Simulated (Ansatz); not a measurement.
C₃H₃F₂N (`FCC1(F)C=N1`). The species carries charge 0 and has multiplicity 1. Geometry: relaxed with PBE0-D4/def2-TZVP. It is one conformer, not always the lowest.

```xyz
9

F     1.429   -0.053    1.444
C     0.163    0.331    1.055
C     0.020    0.247   -0.427
F     0.704    1.245   -1.056
C    -0.338   -0.896   -1.193
N    -1.287   -0.086   -1.026
H    -0.564   -0.330    1.531
H     0.002    1.361    1.385
H    -0.129   -1.821   -1.715
```

(1) What is the dipole moment at PBE/def2-TZVPP? (An estimate is asked.)

(2) And with r2SCAN, B3LYP, ωB97M-V? (Best estimate.)

(3) Give the Mulliken charges with PBE, ωB97M-V, r2SCAN in def2-TZVPP. (Estimate.)

## Answers

(1) Computed: 1.88 D, with components (-0.56, -1.79, 0.06) D in this frame, pointing from negative to positive charge.

(2) Ansatz gave: r2SCAN 1.96 D, B3LYP 2.00 D, ωB97M-V 2.01 D.

(3) Computed: 
```json
{"atom": "F1", "PBE": "-0.19", "ωB97M-V": "-0.22", "r2SCAN": "-0.23"}
{"atom": "C2", "PBE": "0.07", "ωB97M-V": "0.08", "r2SCAN": "0.17"}
{"atom": "C3", "PBE": "0.14", "ωB97M-V": "0.15", "r2SCAN": "0.22"}
{"atom": "F4", "PBE": "-0.17", "ωB97M-V": "-0.20", "r2SCAN": "-0.21"}
{"atom": "C5", "PBE": "-0.04", "ωB97M-V": "0.00", "r2SCAN": "0.02"}
{"atom": "N6", "PBE": "-0.12", "ωB97M-V": "-0.17", "r2SCAN": "-0.20"}
{"atom": "H7", "PBE": "0.07", "ωB97M-V": "0.08", "r2SCAN": "0.04"}
{"atom": "H8", "PBE": "0.08", "ωB97M-V": "0.10", "r2SCAN": "0.05"}
{"atom": "H9", "PBE": "0.18", "ωB97M-V": "0.18", "r2SCAN": "0.15"}
```

B3LYP here is the variant with VWN-RPA as its local correlation; programs differ in this.
